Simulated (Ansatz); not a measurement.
Calculated with Ansatz (gas phase, PBE0-D4/def2-TZVP geometries, no zero-point term in ΔE). CCSD(T)/CBS is the MP2 limit (def2-TZVPP, def2-QZVPP) plus CCSD(T) − MP2 in def2-TZVPP, frozen cores. This one scheme is used for every species. Functionals use def2-TZVPP. One conformer a species, not always the lowest.

`NC(S)CS` + H₂ → `NCS` + CH₃SH  (hydrogenolysis of a C–C bond)

CCSD(T)/CBS gives -9.8 kcal/mol.

(1) Another level gave -10.8 kcal/mol. Which?
A. PBE0/def2-TZVPP
B. revPBE-D4/def2-TZVPP
C. BLYP/def2-TZVPP
D. ωB97M-V/def2-TZVPP

(2) What do rigid-rotor, harmonic-oscillator terms from PBE0-D4/def2-TZVP frequencies (298.15 K, 1 bar) make of the CCSD(T)/CBS value? (An estimate is asked.)

Largest T1 diagnostic among the species: 0.011.

Results:

(1) D. ωB97M-V -10.8, PBE0 -13.2, revPBE-D4 -7.9, BLYP -15.5 kcal/mol.

(2) Computed: ΔZPE = +4.9 kcal/mol, ΔH = -5.7 kcal/mol, ΔS = 60 J/(mol·K), ΔG = -9.9 kcal/mol.

From PBE to PBE0 (25 % exact exchange), in def2-TZVPP and without D4, ΔE moves by −0.9 kcal/mol. In def2-TZVPP, CCSD(T) changes the Hartree–Fock value by +8.9 kcal/mol (the triples alone add +1.9 kcal/mol) and MP2 by +10.9 kcal/mol.
